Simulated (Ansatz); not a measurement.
**H3PO2 (SMILES O=[PH2]O): the energy, rung by rung**

H3PO2 has 6 atoms, charge 0, and is taken as a singlet. As SMILES, `O=[PH2]O`. The shape is that of a GFN2-xTB optimisation. This is one conformer, not always the lowest.

```xyz
6

O    -0.2881   -1.5169   -0.9086
P    -0.1619   -0.1801   -0.3715
O     0.5355   -0.1851    1.0669
H    -1.3513    0.5063   -0.1566
H     0.6162    0.7035   -1.1105
H     0.6496    0.6723    1.4802
```

Quantity: the energy change with the O3–H6 bond stretched from 0.959 to 1.198 Å, in eV. The values are calculated.

| level | kind | program | value (eV) | less CCSD(T)/STO-3G | CPU time (all runs) |
| --- | --- | --- | --- | --- | --- |
| HF/STO-3G (restricted) | Hartree–Fock | Ansatz | 1.00 | +0.54 | 0.26 s |
| SVWN5/STO-3G (restricted) | LDA | Ansatz | 0.41 | -0.05 | 1.8 s |
| PBE/STO-3G (restricted) | GGA | Ansatz | 0.33 | -0.13 | 2.8 s |
| r2SCAN/STO-3G (restricted) | meta-GGA | Ansatz | 0.47 | +0.01 | 6.2 s |
| PBE0/STO-3G (restricted) | global hybrid | Ansatz | 0.55 | +0.09 | 2.8 s |
| wB97M-V/STO-3G (restricted) | range-separated hybrid | Ansatz | 0.56 | +0.10 | 47 s |
| B2PLYP/STO-3G (restricted) | double hybrid | Ansatz | 0.55 | +0.09 | 3.7 s |
| RPA@PBE/STO-3G (restricted) | RPA | Ansatz | 0.33 | -0.13 | 4.1 s |
| CCSD(T)/STO-3G (restricted) | coupled cluster or CI | Ansatz | 0.46 | 0.00 | 0.44 s |
| CCSDT(Q)/STO-3G (restricted) | coupled cluster or CI | Ansatz | 0.45 | -0.01 | 1.3 s |

CCSD(T)/STO-3G (restricted) is the highest level here, not the true value. The first shape isn't each level's own minimum. The values span 0.33 to 1.00 eV. All rows use very small basis sets, so none should be taken for the real molecule's value. In so small a basis fixed costs decide the times, and correlated methods can beat functionals. CPU times are rough (shared hosts, several kinds of processor and program).
